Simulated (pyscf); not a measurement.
Elementary routes open to H₃C–GeH₃ + methyl (CH₃•) in the gas phase (doublet surface):
A. H₃C–GeH₂• + methane (CH₄) (Ge–H broken; C–H formed)
B. ethane (H₃C–CH₃) + GeH₃• (C–Ge broken; C–C formed)

Single points on ωB97X-D3(BJ)/def2-SVP structures (PySCF, gas phase).

Question: Rank the routes by free-energy barrier at 1200 K, lowest first, for ωB97M-D3(BJ)/def2-TZVP energies (ideal gas, 1 atm, RRHO with modes under 100 cm⁻¹ raised to 100, one conformer, R ln 2 for chiral ones without a mode under 150 cm⁻¹).

Answer: A (151.5 kJ/mol), B (293.4 kJ/mol)

Route A is the fastest of these, ahead of the next by 141.9 kJ/mol. The most stable products are those of A (ΔG = -80.4 kJ/mol), so kinetics and thermodynamics agree. At 298 K A is still the fastest. Only these routes are compared; each barrier is that of the saddle found, and lower ones may exist. Elements up to Kr have no core potential and no relativistic terms here.
